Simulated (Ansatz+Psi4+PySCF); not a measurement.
Values are calculated unless marked as measured or tabulated.
Input for Ansatz (development build ahead of 0.2.0):

```yaml
crystal:
  periodic: [false, false, false]
  atoms:
    - { symbol: "N", position_ang: [0.0, 0.0, 0.48967] }
    - { symbol: F, position_ang: [0.0, 1.23822, -0.12695] }
    - { symbol: F, position_ang: [1.07233, -0.61911, -0.12695] }
    - { symbol: F, position_ang: [-1.07233, -0.61911, -0.12695] }
basis:
  gaussian: { orbitals: cc-pVTZ }
hamiltonian:
  xc: hf
correlation:
  method: mp2
  frozen_orbitals: { F: 1, "N": 1 }
```

The input is written out in the form of the current development build from the run's settings.

Output:

```
Converged                                                          : yes
Reference energy                                                   : -352.67211 hartree
Correlation energy                                                 : -0.97050 hartree
Total energy                                                       : -353.64261 hartree
Spin squared of the determinant                                    : 0.000
Stability test                                                     : minimum among restricted orbitals
Occupied orbitals by symmetry in an Abelian subgroup (alpha; beta) : 11 A' 6 A''; 11 A' 6 A''
```
